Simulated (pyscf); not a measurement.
## Routes from Cl–GeH₂–Cl (SMILES [Cl][GeH2][Cl]) + H₂O (SMILES O)

Candidate steps break at most two bonds and form at most two. Each was searched with GFN2-xTB (tblite) first. Optimised with ωB97X-D3(BJ)/def2-SVP in PySCF. Energies: ωB97M-D3(BJ)/def2-TZVP, eV, from the separated reactants, singlet surface; ΔG‡ with ideal gas, 1 atm, RRHO with modes under 100 cm⁻¹ raised to 100, one conformer, R ln 2 for chiral ones without a mode under 150 cm⁻¹.

```json
[
 {"products": "HCl + HO–GeH₂–Cl", "type": "four-centre exchange", "ΔE‡": "0.95", "ΔE": "+0.37", "ΔG‡ 298 K": "1.39", "ΔG‡ 900 K": "2.33", "ν‡ (cm⁻¹)": "264i"},
 {"products": "HO–GeH(Cl)–Cl + H₂", "type": "four-centre exchange", "ΔE‡": "1.78", "ΔE": "-0.24", "ΔG‡ 298 K": "2.14", "ΔG‡ 900 K": "3.04", "ν‡ (cm⁻¹)": "1498i"}
]
```

Row 1: On the reactant side the descent ends in a complex, 0.26 eV under the separated species and 1.23 eV under the saddle at ωB97X-D3(BJ)/def2-TZVP. On the product side the descent ends in a complex, 0.25 eV under the separated species and 0.78 eV under the saddle at ωB97X-D3(BJ)/def2-TZVP. Row 2: On the reactant side the descent ends in a complex, 0.26 eV under the separated species and 2.02 eV under the saddle at ωB97X-D3(BJ)/def2-TZVP. 

Plain bond fissions and candidates not yet searched are not listed, and one of them may be faster. Each barrier is that of the saddle found; lower ones may exist. Elements up to Kr have no core potential and no relativistic terms here.
